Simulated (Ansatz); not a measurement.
Born–Oppenheimer molecular dynamics of CH$_{2}$O$_{2}$S (6 atoms, charge 0, multiplicity 1). It starts at the highest image of a converged band, a first-order saddle point between two minima.

Method: Ansatz 0.2.0, RKS PBE/def2-TZVP.

```
ensemble                      : NVE (velocity Verlet)
time step                     : 0.5 fs
steps asked                   : 200
starting velocities drawn for : 300 K
seed                          : 5174
```

First frame:

```xyz
6
Properties=species:S:1:pos:R:3
H 0.983 -0.180 -1.220
O 0.157 -0.982 -0.550
C -0.006 0.138 0.058
O -0.840 0.262 1.083
S 0.955 1.378 -0.607
H -1.249 -0.615 1.237
```

(1) How far do the bonds stretch over the last three quarters of this one trajectory? (Pairs bonded in most of those frames.)

Results:

(1) 
| bond | mean (Å) | spread (Å) | shortest | longest |
| --- | --- | --- | --- | --- |
| H1–S5 | 1.388 | 0.088 | 1.25 | 1.53 |
| O2–C3 | 1.213 | 0.024 | 1.17 | 1.25 |
| C3–O4 | 1.376 | 0.053 | 1.26 | 1.44 |
| C3–S5 | 1.839 | 0.094 | 1.72 | 1.99 |
| O4–H6 | 0.983 | 0.004 | 0.97 | 0.99 |

Mean temperature of the second half: 1440 K. The conserved energy stayed within 0.43 meV per atom of its start (net change 0.082 meV per atom), so the integration is sound. The kinetic energy rose, since the run started high on the potential surface and went downhill. A run of 0.1 ps of so small a system gives no equilibrium averages. The orbitals stay closed-shell, which can raise the energy where a bond breaks towards radicals; this wasn't checked here.

Run time: 4.6 min on 4 threads of Arm Neoverse N1, on a shared host, peak memory 0.23 GiB.
